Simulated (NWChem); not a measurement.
# S2F2 (Difluorodisulfane): HF/3-21G

What is the energy change on altering one bond length of S2F2 (Difluorodisulfane) at HF/3-21G? 

The results are computed with NWChem 7.3.0.

3 further runs of the same task are left out: 3 that didn't finish. Runs told in other sessions of the task aren't counted.

### Step 1. Starting point

S2F2: 4 atoms, total charge 0, spin state singlet. As SMILES, `FSSF`. The shape is that of a PBE0-D4/def2-TZVP optimisation.

Bond lengths: F1–S2 1.631 Å, S2–S3 1.890 Å, S3–F4 1.631 Å. Angles: F1–S2–S3 108.6°, S2–S3–F4 108.6°.

### Step 2. Energy and forces at HF/3-21G

The input, input.nw:

```
start input
title "F2S2 hf"
memory 2200 mb
charge 0

geometry noautosym nocenter noautoz
F     -1.783750    -0.199930    -0.621590
S     -0.467670     0.764150    -0.632370
S      1.044990    -0.276390    -0.184720
F      1.206410    -0.287820     1.438680
end

basis spherical bse
* library 3-21G
end

scf
thresh 1e-08
maxiter 80
print medium
end

task scf gradient
```

Command:

```bash
nwchem input.nw > input.out
```

Log:

```text
[...]
  functions       =    44
[...]
  wavefunction    = RHF
[...]
         Total SCF energy =   -988.785806608310
      One-electron energy =  -1829.284003502175
      Two-electron energy =    610.369861111276
 Nuclear repulsion energy =    230.128335782588
        Time for solution =      0.6s
[...]
                         RHF ENERGY GRADIENTS
    atom               coordinates                        gradient
                 x          y          z           x          y          z
   1 F      -3.370799  -0.377813  -1.174635    0.022230   0.025628  -0.002069
   2 S      -0.883768   1.444034  -1.195006    0.075150  -0.101187   0.025771
   3 S       1.974745  -0.522301  -0.349070   -0.100338   0.079907   0.009882
   4 F       2.279784  -0.543901   2.718711    0.002958  -0.004348  -0.033584
[...]
```

Wall time 1.3 s (1 thread of Intel Xeon 6975P-C (Granite Rapids), shared host); peak memory 0.1 GiB.

### Step 3. The distorted shape: the energy at HF/3-21G

The input, work.xyz:

```xyz
4

F     -1.912886    -0.190786    -1.920308
S     -0.596806     0.773294    -1.931088
S      0.915854    -0.267246    -1.483438
F      1.206410    -0.287820     1.438680
```

The input, run.py:

```python
from ase.io import read
from ase.calculators.nwchem import NWChem

atoms = read('work.xyz')

calc = NWChem(
    label='work',
    theory='scf',
    memory='2200 mb',
    basis='3-21G',
    basispar='spherical bse',
    scf={'nopen': '0', 'rhf': None, 'thresh': '1e-08', 'maxiter': '80', 'print': 'low'},
    task='energy',
)
atoms.calc = calc

print(f"energy = {atoms.get_potential_energy():.6f} eV")
```

Command:

```bash
export ASE_NWCHEM_COMMAND="nwchem PREFIX.nwi > PREFIX.nwo"
python run.py
```

Log:

```text
energy = -26901.663563 eV
```

The calculator wrote work.nwi:

```
title "work"

permanent_dir work

scratch_dir work

start work

geometry units angstrom nocenter noautosym noautoz
  F  -1.9128860000000001e+00 -1.9078600000000001e-01 -1.9203079999999999e+00
  S  -5.9680599999999995e-01 7.7329400000000004e-01 -1.9310879999999999e+00
  S  9.1585399999999995e-01 -2.6724599999999998e-01 -1.4834380000000000e+00
  F  1.2064100000000000e+00 -2.8782000000000002e-01 1.4386800000000000e+00
end

memory 2200 mb

basis spherical bse noprint
   * library 3-21G
end

scf
  nopen 0
  rhf
  thresh 1e-08
  maxiter 80
  print low
end

task scf energy
```

work.nwo:

```text
Northwest Computational Chemistry Package (NWChem) 7.3.0
             --------------------------------------------------------

           Job information
           ---------------

    nwchem branch   = 7.3.0
    use scalapack   = T
    input           = work.nwi
    prefix          = work.
    data base       = work/work.db
    status          = startup
    nproc           =        1

           Memory information
           ------------------

    heap     =     72089598 doubles =      550.0 Mbytes
    stack    =     72089595 doubles =      550.0 Mbytes
    global   =    144179200 doubles =     1100.0 Mbytes (distinct from heap & stack)
    total    =    288358393 doubles =     2200.0 Mbytes
    verify   = yes
    hardfail = no

           Directory information
           ---------------------

  0 permanent = work
  0 scratch   = work

[... 29 lines left out ...]
            Nuclear Dipole moment (a.u.)
[... 35 lines left out ...]
                                 NWChem SCF Module
                                 -----------------

                                       work

  ao basis        = "ao basis"
  functions       =    44
  atoms           =     4
  closed shells   =    25
  open shells     =     0
  charge          =   0.00
  wavefunction    = RHF
  input vectors   = atomic
  output vectors  = work/work.movecs
  use symmetry    = F
  symmetry adapt  = F

 Forming initial guess at       0.0s

 Starting SCF solution at       0.0s

       Final RHF  results
       ------------------

         Total SCF energy =   -988.617909403283
      One-electron energy =  -1767.896543086322
      Two-electron energy =    579.763285838497
 Nuclear repulsion energy =    199.515347844543

        Time for solution =      1.3s

 Task  times  cpu:        1.3s     wall:        1.3s
 Total times  cpu:        1.3s     wall:        1.3s
```

Run time: 2.2 s. Hardware: 1 thread of Intel Xeon 6975P-C (Granite Rapids), shared host; peak memory 0.1 GiB.

### Step 4. Summary of results

Level: HF/3-21G.

| quantity | value |
| --- | --- |
| first shape: total energy | -988.78581 Eh |
| first shape: dipole moment | 1.77 D |
| first shape: HOMO energy | -11.69 eV |
| first shape: LUMO energy | 2.99 eV |
| first shape: HOMO–LUMO gap | 14.68 eV |
| first shape: largest force on an atom | 6.615 eV/Å |
| distorted shape: total energy | -988.61791 Eh |
| energy change with the S3–F4 bond stretched from 1.631 to 2.937 Å | 4.569 eV |

In words: One bond (distorted shape) is far stretched, which a spin-restricted single reference describes badly; a broken-symmetry solution may lie lower. With the S3–F4 bond stretched from 1.631 to 2.937 Å the energy rises by 4.57 eV (105 kcal/mol). The first shape isn't relaxed at this level, so the change isn't measured from a minimum. A restricted reference can't describe the breaking bond well at this length. The largest force (first shape) is 6.62 eV/Å: too large for a shape near rest; a basis without polarisation functions on a geometry from another level can give that. Mulliken charges (first shape) run from -0.44 on F1 to +0.44 on S2.
